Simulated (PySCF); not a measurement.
## Atomic charges by several schemes

C3HFO.
Structure used (PBE0-D3(BJ)/def2-SVP), in Å, numbered top down from 1:
```
atom  x, y, z in Å
O1    -1.101   -1.352    1.125
C2    -0.466   -0.582    0.473
C3     0.075    0.751    0.253
C4     0.339   -0.200   -0.648
F5     0.966   -0.404   -1.768
H6     0.198    1.789    0.568
```

Density: PBE0/pcSseg-1 (PySCF); schemes: Mulliken, IAO, Hirshfeld and ESP-fitted. Isolated species at its PBE0-D3(BJ)/def2-SVP geometry, gas phase.

Task: Tabulate the Mulliken, IAO, Hirshfeld and ESP-fitted charges.

Result: In e:

```
atom                 environment  Mulliken     IAO  Hirshfeld  ESP-fitted
  O1             carbonyl oxygen    -0.354  -0.423     -0.264      -0.446
  C2        ring carbonyl carbon    +0.297  +0.371     +0.128      +0.365
  C3  unsaturated ring CH carbon    -0.119  -0.203     -0.025      -0.201
  C4     unsaturated ring carbon    +0.234  +0.269     +0.105      +0.189
  F5        fluorine bonded to C    -0.188  -0.199     -0.036      -0.101
  H6              hydrogen on C3    +0.131  +0.185     +0.093      +0.193
```

Mean size of the charges over all atoms: IAO 0.275 e, ESP-fitted 0.249 e, Mulliken 0.220 e, Hirshfeld 0.109 e. Each set sums to the total charge, 0, to within 0.001 e. The ESP scheme is a least-squares fit of atom-centred charges to the potential on four shells outside the van der Waals surface, with the total charge fixed. The Hirshfeld scheme divides the density at each point in proportion to the densities of the neutral, spherically averaged free atoms.

Lowest charge. All schemes agree: Mulliken O1 (-0.354); IAO O1 (-0.423); Hirshfeld O1 (-0.264); ESP-fitted O1 (-0.446).

Highest charge. All schemes agree: Mulliken C2 (+0.297); IAO C2 (+0.371); Hirshfeld C2 (+0.128); ESP-fitted C2 (+0.365).

Task: How many electrons does the ESP-fitted scheme count on C3?

Result: Z − q = 6 − (-0.201) = 6.201.

Task: Sum the charges by element, for elements with more than one atom.

Result: 
| element | atoms | Mulliken | IAO | Hirshfeld | ESP-fitted |
| --- | --- | --- | --- | --- | --- |
| C | 3 | +0.411 | +0.437 | +0.207 | +0.354 |

Task: How closely do the schemes follow one another over all atoms?

Result: Correlation coefficient and root-mean-square difference: Mulliken with IAO 0.99, 0.060 e; IAO with ESP-fitted 0.98, 0.053 e; Mulliken with ESP-fitted 0.97, 0.075 e; Hirshfeld with ESP-fitted 0.95, 0.154 e; Mulliken with Hirshfeld 0.94, 0.120 e; IAO with Hirshfeld 0.93, 0.172 e.

The run behind these numbers computed NMR shieldings as well. The run took 5.7 s on one thread, x86-64 server, no GPU (shared host).
